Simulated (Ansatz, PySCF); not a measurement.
Species: N₂O, net charge 1, doublet state. 
Coordinates optimised at B3LYP-D3(BJ)/def2-TZVP (Ansatz, a program for electronic structure):
```xyz
3

N      0.0000     0.0000    -1.2050
N      0.0000     0.0000    -0.0698
O      0.0000     0.0000     1.1155
```
Charge +1, spin multiplicity 2.

Total electronic energies in hartree. Cores are frozen in the correlated levels unless marked. Open shells are spin-unrestricted. No spin-orbit coupling. Non-relativistic. CBS marks a two-point X^-3 extrapolation of the correlation energy; Hartree-Fock from the larger set. [CCSD(T)-MP2]/basis is that difference in the basis named.

The UHF reference is spin-contaminated (<S^2> 0.26 over the pure value in the largest basis). The T1 diagnostic of CCSD in the largest basis is 0.047, which is high, so the coupled-cluster rows are less sure than usual.

```tsv
level	program	energy (Eh)
HF/6-31G	Ansatz	-183.15290
HF/cc-pVQZ	Ansatz	-183.35602
HF-D3(BJ)/def2-TZVPD	PySCF + dftd3	-183.36249
HF-D4/def2-TZVPD	PySCF + dftd4	-183.35439
BLYP-D3(BJ)/def2-TZVPD	Ansatz + dftd3	___
BP86-D3(BJ)/def2-TZVPD	PySCF + dftd3	-184.29008
BP86-D4/def2-TZVPD	PySCF + dftd4	-184.28950
BP86/def2-TZVPD	PySCF	-184.28856
B3LYP/def2-TZVPD	Ansatz	-184.26977
PBE0/def2-TZVP	Ansatz	___
TPSSh-D4/def2-TZVPD	PySCF + dftd4	-184.28299
r2SCANh/def2-TZVPD	Ansatz	-184.17124
r2SCAN0-D4/def2-TZVPD	Ansatz + dftd4	-184.14654
PW6B95-D4/def2-TZVPD	PySCF + dftd4	-184.48285
CAM-B3LYP/def2-TZVPD	Ansatz	-184.19889
B2PLYP-D4/def2-TZVPD	Ansatz + dftd4	-184.15107
MP2/6-31G	Ansatz	-183.43966
MP2/cc-pVDZ	Ansatz	-183.72105
RI-MP2/cc-pVTZ	Ansatz	-183.87743
RI-MP2/CBS(cc-pVTZ,cc-pVQZ)	Ansatz	-183.9567
CCSD(T)/cc-pVDZ	Ansatz	-183.77748
RI-MP2/CBS(aug-cc-pVTZ,aug-cc-pVQZ)+[CCSD(T)-MP2]/aug-cc-pVDZ	Ansatz	-184.0174
CCSD(T)/CBS(cc-pVTZ,cc-pVQZ)	Ansatz	-184.0142
```

Problem. Some entries are withheld; supply them.

Solution. 
- BLYP-D3(BJ)/def2-TZVPD, energy (Eh): -184.27116
- PBE0/def2-TZVP, energy (Eh): -184.07414
